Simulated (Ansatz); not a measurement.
We consider cubic perovskite SrTiO3 (cubic form, which distorts at low temperature), described by PBEsol (PAW; Ansatz, a first-principles code).

Run with plane-wave cutoff 560 eV, 6×6×6 k mesh, perturbation theory, no spin polarisation, scalar-relativistic PAW data made under PBE.

Computed at the level's own relaxed cell.

Problem. Give the computed electronic dielectric constant ε∞.

Solution. 
* **electronic dielectric constant ε∞**: 6.31

Measured, for comparison: high-frequency dielectric constant 5.2 (temperature not stated, no zero-point or thermal correction; as tabulated in Pishtshev (2010), arXiv:1006.0353). Computed (rounded) less measured: high-frequency dielectric constant +21 %.

Note: the relaxation could not lower the start's symmetry, so the cell can be a saddle point above a distorted one; the run finds an imaginary mode (87i cm⁻¹), so the cell is a saddle point at this level.
